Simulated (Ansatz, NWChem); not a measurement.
## Exact exchange and the electronic atomisation energy of N2O

The species is N2O (3 atoms), meant as a singlet with charge 0. As SMILES, `N#[N+][O-]`. The coordinates come from a PBE0-D4/def2-TZVP relaxation.

The electronic atomisation energy y, in eV, basis cc-pVTZ; a is the functional's share of exact exchange. Programs: Ansatz 0.2.0, NWChem 7.3.0.

| functional | program | a | y (eV) |
| --- | --- | --- | --- |
| TPSS | NWChem | 0 | 12.21 |
| PBE | Ansatz | 0 | 13.47 |
| B3LYP | Ansatz | 0.2 | 11.96 |
| PBE0 | Ansatz | 0.25 | ? |
| r2SCAN0 | Ansatz | 0.25 | 10.78 |
| BHLYP | Ansatz | 0.5 | 10.13 |

Question: Fit y = c + s·a to the known rows and predict PBE0.

Answer: 
1. Means of the 5 rows: a = 0.1900, y = 11.710.
2. Σ(Δa)² = 0.172, Σ(Δa·Δy) = -0.9725, so the slope is -0.9725/0.172 = -5.6541.
3. Intercept: 11.710 − (-5.6541) × 0.1900 = 12.784. The largest residual of the fit is 0.69.
4. PBE0: 12.784 + (-5.6541) × 0.25 = 11.37 eV.

The run gave 11.96 eV, so the prediction is off by -0.59 eV, within the scatter of the fit. The rows mix families of semi-local functionals, which the line can't see.
